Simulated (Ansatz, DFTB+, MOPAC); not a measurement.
System: propyne, C3H4, charge 0, multiplicity 1. SMILES: C#CC

Atoms: C1, C2, C3, H4, H5, H6, H7. Bonds: C1-C2, C1-C3, C2-H4, C3-H5, C3-H6, C3-H7.

Bond lengths (Å) and angles (degrees) optimised at AM1 with MOPAC; PM3 with MOPAC; PM6 with MOPAC; MNDO with MOPAC; SCC-DFTB with DFTB+; HF/STO-3G with Ansatz (an electronic-structure program), each started from the B3LYP-D3(BJ)/def2-TZVP structure (Ansatz) of the last column. A row stands for all coordinates that are equal there; 7 of 8 kinds are shown. No wavenumbers were computed at MNDO, SCC-DFTB, HF/STO-3G, so these may be saddle points.

```csv
coordinate,AM1,PM3,PM6,MNDO,SCC-DFTB,HF/STO-3G,B3LYP-D3(BJ)/def2-TZVP
C1-C2,1.197,1.191,1.205,1.197,1.206,1.170,1.200
C1-C3,1.427,1.433,1.433,1.445,1.453,1.484,1.454
C2-H4,1.060,1.064,1.031,1.051,1.073,1.064,1.062
C3-H5,1.121,1.098,1.104,1.111,1.100,1.088,1.092
C2-C1-C3,180.0,180.0,180.0,180.0,180.0,180.0,180.0
C1-C2-H4,180.0,180.0,180.0,180.0,180.0,180.0,180.0
C1-C3-H5,110.5,110.7,111.6,111.0,110.7,110.5,110.9
```

Mean signed difference of all 6 bond lengths from B3LYP-D3(BJ)/def2-TZVP: AM1 0.009 Å, PM3 -0.002 Å, PM6 -0.001 Å, MNDO 0.006 Å, SCC-DFTB 0.007 Å, HF/STO-3G -0.001 Å.
